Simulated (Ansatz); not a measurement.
**PNHS (quartet): geometry optimisation**

Where does this start of PNHS (quartet) end when it is relaxed?

Computed with Ansatz 0.2.0, Gaussian basis. Level: UKS PBE0/def2-TZVP.

## 1. The system as given

4 atoms, charge 0, spin multiplicity 4.

Atoms are counted from 1 here; the program's logs count them from 0.

Bond lengths: N1–S2 1.523 Å, S2–P3 2.211 Å, P3–H4 1.400 Å. Angles: N1–S2–P3 107.8°, S2–P3–H4 87.6°.

The start was built by rule and, where that kept it together, relaxed with GFN2-xTB. Sticks and bond lists go by distance. 

## 2. Relaxation

in.yaml

```yaml
crystal:
  periodic: [false, false, false]
  atoms:
    - {symbol: N, position_ang: [-1.712539, -0.424100, -0.006544]}
    - {symbol: S, position_ang: [-0.598106, 0.613164, 0.010228]}
    - {symbol: P, position_ang: [1.329736, -0.468358, -0.008030]}
    - {symbol: H, position_ang: [1.962777, 0.779741, 0.012328]}
basis:
  gaussian: {orbitals: def2-TZVP}
magnetization: {spin_polarized: true, initial_magnetization: 3}
hamiltonian: {xc: pbe0}
relax: {f_tol: 0.004, max_steps: 80}
```

Started as:

```console
$ ansatz run in.yaml --threads 1 --pin off --events-out ev --progress --plain --max-ram 2176MiB
```

**Question.** What will these runs give? Wanted: energy gained; shift from the start; total energy; dipole moment; ⟨S²⟩.

**Answer**, as computed:

```
                  quantity           value
                     steps               7
             energy gained        0.202 eV
shift from the start (rms)         0.118 Å
              total energy  -21618.9399 eV
             dipole moment          2.32 D
                      ⟨S²⟩           3.770
```

What this shows: The bonds of the start are those of the end. N1–S2 went from 1.523 to 1.634 Å. No vibrations were run, so this is a stationary point, not a proven minimum, and this spin need not be the ground state's.
